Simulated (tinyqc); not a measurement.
Worked calculation: RKS/BP86 in the sto-3g basis, for LiH, spin multiplicity 1. Computed by tinyqc, a small Python program that keeps every step (integrals from PySCF). Settings: charge = 0, multiplicity = 1, basis = sto-3g, energy threshold = 1e-09, iteration cap = 59, orthogonalisation = symmetric, start = core, DIIS depth = 0, method = RKS, functional = b88,p86, grid = [10, 50]. Command: `OMP_NUM_THREADS=1 python tinyqc.py 26308 26309 out.jsonl` (the two numbers bound the seeds that draw the settings). One thread of a shared host (Intel(R) Xeon(R) Processor @ 2.60GHz), about 0.5 s of CPU time with the checks.

Geometry (angstrom):

| atom | x | y | z |
|---|---|---|---|
| Li | 0.000000 | 0.000000 | 0.000000 |
| H | 0.000000 | 0.000000 | 1.543000 |

Stop when the energy changes by less than 1e-09 hartree and every element of the error matrix X^T (F D S - S D F) X is below 9e-06.

Course of the cycle:

| iteration | E (hartree) | change | largest element of the error matrix |
|---|---|---|---|
| 1 | -7.94727795 | - | 1.87e-01 |
| 2 | -7.95992230 | -1.26e-02 | 1.73e-01 |
| 3 | -7.96868574 | -8.76e-03 | 1.30e-01 |
| 4 | -7.96782440 | 8.61e-04 | 1.49e-01 |
| 5 | -7.97390508 | -6.08e-03 | 1.15e-01 |
| 6 | -7.97391187 | -6.80e-06 | 1.28e-01 |
| 7 | -7.97813736 | -4.23e-03 | 1.01e-01 |
| 8 | -7.97849045 | -3.53e-04 | 1.09e-01 |
| 9 | -7.98141416 | -2.92e-03 | 8.75e-02 |
| 10 | -7.98186591 | -4.52e-04 | 9.20e-02 |
| 11 | -7.98388790 | -2.02e-03 | 7.55e-02 |
| 12 | -7.98435810 | -4.70e-04 | 7.76e-02 |
| 13 | -7.98575133 | -1.39e-03 | 6.47e-02 |
| 14 | -7.98617456 | -4.23e-04 | 6.52e-02 |
| ... | ... | ... | ... |
| 46 | -7.99062228 | -3.04e-06 | 3.86e-03 |
| 47 | -7.99062496 | -2.68e-06 | 3.52e-03 |
| 48 | -7.99062711 | -2.15e-06 | 3.24e-03 |
| 49 | -7.99062899 | -1.88e-06 | 2.95e-03 |
| 50 | -7.99063050 | -1.52e-06 | 2.72e-03 |
| 51 | -7.99063182 | -1.32e-06 | 2.48e-03 |
| 52 | -7.99063289 | -1.07e-06 | 2.28e-03 |
| 53 | -7.99063382 | -9.26e-07 | 2.08e-03 |
| 54 | -7.99063457 | -7.56e-07 | 1.91e-03 |
| 55 | -7.99063522 | -6.50e-07 | 1.74e-03 |
| 56 | -7.99063576 | -5.33e-07 | 1.60e-03 |
| 57 | -7.99063621 | -4.57e-07 | 1.46e-03 |
| 58 | -7.99063659 | -3.76e-07 | 1.34e-03 |
| 59 | -7.99063691 | -3.21e-07 | 1.23e-03 |

Can the last value be used, and what does the course show?

Not by the stop rule, although the second column moves by less than 1e-06 over the last three steps. Not converged within the cap of 59 iterations: the residual falls steadily but slowly, by a factor of about 0.92 a step. Reruns (cap 100 unless said): DIIS 8: converged in 7; damping 0.5: converged in 27; level shift 0.5: converged in 33; atomic densities as start, DIIS 8: converged in 7; the original settings with a cap of 400: converged in 115. PySCF RKS in the same basis, fine grid = -7.94851270 hartree, which differs from a converged run on this coarse grid by the grid error.
